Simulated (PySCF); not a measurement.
# Working out the ionisation energy of B

B [He] 2s2 2p1 (2P) → B⁺ [He] 2s2 (1S). All numbers are calculated (PySCF 2.14, no relativity, point nucleus, in dyall-acv3z (15s9p4d2f, 76 functions)). Frozen: nothing; the 5 highest virtual orbitals dropped. Energies in hartree (1 hartree = 27.21139 eV):

```tsv
part	B (lower)	B⁺ (upper)
UHF	-24.533083	-24.237546
MP2 opposite-spin	-0.085203	-0.080367
MP2 same-spin	-0.005625	-0.001866
```

**Question.** What does Hartree-Fock give?

**Answer.** (-24.237546) − (-24.533083) = 0.295537 hartree = 8.042 eV.

**Question.** What do MP2 and SCS-MP2 (6/5 opposite-spin, 1/3 same-spin) give?

**Answer.** The opposite-spin parts differ by 0.132 eV and the same-spin parts by 0.102 eV. MP2: 8.042 + (0.132) + (0.102) = 8.276 eV. SCS-MP2: 8.042 + 1.2 × (0.132) + (0.102)/3 = 8.234 eV.

Measured between the centres of the two terms (NIST): 8.297 eV, so MP2 (valence and next inner shell) is off by -0.021 eV.

What remains against the reference includes basis incompleteness and correlation beyond second order.
